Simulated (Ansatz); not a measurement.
PbO (Pbcm, No. 57) was calculated with PBEsol (Ansatz, an electronic-structure program, PAW).

Numerical settings: plane-wave cutoff 520 eV, 6×6×8 k mesh (along the axes of the cell as run), Fermi–Dirac smearing 0.01 eV, scalar-relativistic PAW data made under PBE.

Cell (measured lattice):

```cif
data_O4Pb4
_chemical_formula_sum 'Pb4 O4'
_space_group_name_H-M_alt 'Pbcm'
_space_group_IT_number 57
_space_group_name_Hall '-P 2c 2b'
_cell_length_a 5.89310
_cell_length_b 5.49040
_cell_length_c 4.75280
_cell_angle_alpha 90.000
_cell_angle_beta 90.000
_cell_angle_gamma 90.000
loop_
_space_group_symop_operation_xyz
  'x, y, z'
  '-x, -y, -z'
  '-x, -y, z+1/2'
  'x, y, -z+1/2'
  'x, -y+1/2, -z'
  '-x, y+1/2, z'
  '-x, y+1/2, -z+1/2'
  'x, -y+1/2, z+1/2'
loop_
_atom_site_label
_atom_site_type_symbol
_atom_site_symmetry_multiplicity
_atom_site_Wyckoff_symbol
_atom_site_fract_x
_atom_site_fract_y
_atom_site_fract_z
_atom_site_occupancy
Pb1 Pb 4 d 0.22970 0.98840 0.25000 1
O1 O 4 d 0.13470 0.59170 0.25000 1
```

Problem. What does this level give for the band gap, smallest direct gap on the k points sampled and direct gap at Γ?

Solution. 
band gap: 2.01 eV
smallest direct gap on the k points sampled: 2.26 eV
direct gap at Γ: 3.36 eV

Note: cell and atoms aren't relaxed at this level (largest force component 0.11 eV/Å, pressure 0.5 GPa).

Spin–orbit coupling is not included; with these elements it can move the gap by several tenths of an eV or more.

Static lattice: no zero-point or thermal effects.

It cost roughly 4 core-minutes of CPU time.
